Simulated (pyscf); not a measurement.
Optimised with ωB97X-D3(BJ)/def2-SVP in PySCF.

F–Si•(F)–F + NH₃ → HF + H₂N–Si•(F)–F
Surface: doublet. Broken: F–Si, H–N. Formed: F–H, N–Si. Give ΔE‡ and ΔE from PBE0-D3(BJ)/def2-TZVP, relative to the separated reactants.

ΔE‡ = 17.6 kcal/mol, ΔE = +16.5 kcal/mol. ωB97M-D3(BJ)/def2-TZVP gives 20.5 kcal/mol and +17.7 kcal/mol. Zero-point energy shifts the barrier by -0.1 kcal/mol. It is a four-centre exchange, with an imaginary mode of 622i cm⁻¹. On the reactant side the descent ends in an adduct with a N–Si contact, 7.9 kcal/mol under the separated species and 28.0 kcal/mol under the saddle at ωB97X-D3(BJ)/def2-TZVP. On the product side the descent ends in a complex, 5.4 kcal/mol under the separated species and 8.8 kcal/mol under the saddle at ωB97X-D3(BJ)/def2-TZVP. What is counted as formed (N–Si) is already present as a longer contact in the reactant adduct; forming that adduct is a step of its own. The same reactants have a lower exit, to H₂N–Si(F)(F)–F + H• (barrier +12.7 kcal/mol at ωB97M-D3(BJ), against +20.5 kcal/mol here). One saddle was located; it need not be the lowest between these sides.
